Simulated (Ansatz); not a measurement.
# CHSi (doublet): wave-function methods side by side at distance Si1–C2 = 2.046 Å, 6-31G

Aim: climb from Hartree-Fock through coupled cluster and multireference methods for CHSi (doublet) at one geometry and basis, and see what each rung misses.

Method: 6-31G, core rule «outside noble gas», up to 6 orbitals frozen; program: Ansatz 0.2.0, Gaussian basis.

Plan: UHF; CCSD(T) on ROHF; CCSD(T) on UHF; BCCD(T) on ROHF; CISD; CCSDT(Q) on ROHF; CCSDT(Q) on UHF; CCSDTQ on ROHF; CASSCF and MRCISD+Q, 3 electrons in 3 orbitals; CASSCF and NEVPT2, 3 electrons in 3 orbitals; CASSCF and MRCISD+Q, 9 electrons in 9 orbitals; CASSCF and NEVPT2, 9 electrons in 9 orbitals; Full CI.

24 further runs of the same task are left out: 1 for a mislabelled method, 5 for a known fault of the program, 16 that didn't finish, 2 set aside as unsound or not needed.

## Step 1: The system

The geometry derives from a PBE0/def2-TZVP stationary point (not a proven minimum). One bond is set to the value named and the two fragments are kept rigid.

3 atoms, charge 0, spin multiplicity 2.

Atoms are counted from 1 here; the program's logs count them from 0.

Bond lengths: Si1–C2 2.046 Å, C2–H3 1.079 Å. Angles: Si1–C2–H3 180.0°.

## Step 2: UHF

in.yaml reads:

```yaml
crystal:
  periodic: [false, false, false]
  atoms:
    - {symbol: Si, position_ang: [0.000000, 0.000000, 1.723808]}
    - {symbol: C, position_ang: [0.000000, 0.000000, -0.322192]}
    - {symbol: H, position_ang: [0.000000, 0.000000, -1.401615]}
basis:
  gaussian: {orbitals: 6-31G}
magnetization: {spin_polarized: true, initial_magnetization: 1}
hamiltonian: {xc: hf}
output: {orbitals: {seedname: orbitals}}
```

The run is started by

```bash
> ansatz run in.yaml --threads 1 --pin off --events-out ev --progress --plain --max-ram 2393MiB
```

After this run come: CCSD(T) on ROHF; CCSD(T) on UHF; BCCD(T) on ROHF; CISD; CCSDT(Q) on ROHF; CCSDT(Q) on UHF; CCSDTQ on ROHF; CASSCF and MRCISD+Q, 3 electrons in 3 orbitals; CASSCF and NEVPT2, 3 electrons in 3 orbitals; CASSCF and MRCISD+Q, 9 electrons in 9 orbitals; CASSCF and NEVPT2, 9 electrons in 9 orbitals; Full CI.

**Question.** What will the summary of the whole plan be? Wanted: FCI below the RHF energy; RMP2 from FCI; UMP2 from FCI; RCCSD from FCI; RCCSD(T) from FCI; UCCSD(T) from FCI; RCCSDT(Q) from FCI; UCCSDT(Q) from FCI; NEVPT2 pair from FCI.

**Answer**, as computed:

| quantity | value |
| --- | --- |
| FCI below the RHF energy | -4.7994 eV |
| RMP2 from FCI | +106.7 kJ/mol |
| UMP2 from FCI | +127.0 kJ/mol |
| RCCSD from FCI | +25.8 kJ/mol |
| RCCSD(T) from FCI | +6.4 kJ/mol |
| UCCSD(T) from FCI | +9.1 kJ/mol |
| RCCSDT(Q) from FCI | +0.2 kJ/mol |
| UCCSDT(Q) from FCI | -0.2 kJ/mol |
| NEVPT2 pair from FCI | +88.7 kJ/mol |
| MRCISD+Q pair from FCI | +10.9 kJ/mol |
| NEVPT2 valence from FCI | +29.9 kJ/mol |
| levels within 1 kcal/mol (43 meV) | RCCSDT, UCCSDT, RCCSDT(Q), UCCSDT(Q), RCCSDTQ, MRCISD+Q valence |
| T1 diagnostic | 0.064 |
| effectively unpaired electrons | 1.39 |

What this shows: RCCSD(T) misses by +6.4 kJ/mol, 1.4 % of the correlation energy. CCSD(T) misses by +6.4 kJ/mol on the restricted determinant and by +9.1 kJ/mol on the unrestricted one; the two need not hold the same state or core. UCCSDT(Q) falls below full CI: unrestricted runs freeze a spin-polarised core, another one than full CI's, and coupled cluster isn't variational. The occupations show some static correlation. Of the multireference levels listed MRCISD+Q valence comes nearest in total energy (+1.6 kJ/mol), which doesn't show that its space is the better one. These misses are within one basis, not against nature; the frozen cores of restricted and unrestricted runs differ, which can shift their rows.
